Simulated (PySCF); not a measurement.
## Shapes and spin states of AlO₂

These are results of PySCF, PBE0, basis Al def2-TZVP, O def2-TZVP (no relativity, density fitting), not measurements.

Relaxations began from a few typed shapes and spin states; open shells are unrestricted. The search is not exhaustive: other isomers or separated fragments can lie lower, and high-lying points may rest on an excited occupation.

(1) Which is the lowest minimum found?
A. doublet C2v: Al–O 1.925 Å (×2), O–O 1.326 Å; Al–O–O 69.8° (×2), O–Al–O 40.3°
B. quartet Cs: O–O 1.193 Å; 

Answers

(1) A. The others lie at 260.3 (quartet Cs) kJ/mol above it.
